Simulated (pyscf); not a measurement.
HO–Zn–Cl + H₂Se → water (H₂O) + Cl–Zn–SeH, a four-centre exchange (singlet surface; O–Zn, H–Se broken, H–O, Se–Zn formed). PySCF, gas phase, ωB97X-D3(BJ)/def2-SVP geometries. Energies in kcal/mol from the separated reactants.

Small-basis levels: PySCF, no dispersion term, spherical d functions. AM1 to PM7: differences of heats of formation from MOPAC, which are fitted to 298 K values and so differ in kind from electronic energies by zero-point and thermal terms. Cost: rough CPU time at the saddle relative to B3LYP/6-31G*+LANL2DZ, from one job on a shared machine.

```tsv
level	barrier	reaction energy	cost
HF/3-21G	?	-2.1	0.1
HF/6-31G*+LANL2DZ	?	-21.2	0.1
BP86/6-31G*+LANL2DZ	-10.1	-13.9	2
B3LYP/STO-3G	17.8	+20.9	4
B3LYP/LANL2DZ	-12.2	-9.7	0.9
B3LYP/6-31G*+LANL2DZ	-6.3	-14.0	1
M06-2X/6-31G*+LANL2DZ	-12.1	-19.8	2
B3LYP/6-311+G**+LANL2DZ	-7.2	-15.1	2
PM3	-26.5	-50.8	under 0.02
ωB97M-D3(BJ)/def2-TZVP	?	-18.2	–
```

Q: Some entries are withheld; supply them.

A: 
- HF/3-21G, barrier: -10.5
- HF/6-31G*+LANL2DZ, barrier: 3.9
- ωB97M-D3(BJ)/def2-TZVP, barrier: -4.7

Against the last row the barrier runs from -21.7 (PM3) to +22.5 kcal/mol (B3LYP/STO-3G). ωB97M-D3(BJ)/def2-TZVP has limits of its own. On the reactant side the descent ends in an adduct with a Se–Zn contact, 13.2 kcal/mol under the separated species and 4.3 kcal/mol under the saddle at ωB97X-D3(BJ)/def2-TZVP. On the product side the descent ends in an adduct with a O–Zn contact (not fully relaxed), 15.7 kcal/mol under the separated species and 27.7 kcal/mol under the saddle at ωB97X-D3(BJ)/def2-TZVP. At ωB97M-D3(BJ) the saddle lies under the separated reactants, which points to a path from their complex (located at ωB97X-D3(BJ) alone). What is counted as formed (Se–Zn) is already present as a longer contact in the reactant adduct; forming that adduct is a step of its own. What is counted as broken (O–Zn) persists as a longer contact in the product adduct; parting that adduct is a step of its own. At ωB97X-D3(BJ)/def2-TZVP the barrier from the zero used here is -8.9 kcal/mol. This is the saddle that the search found; another between the same sides may lie lower. In the def2 sets elements up to Kr have no core potential.
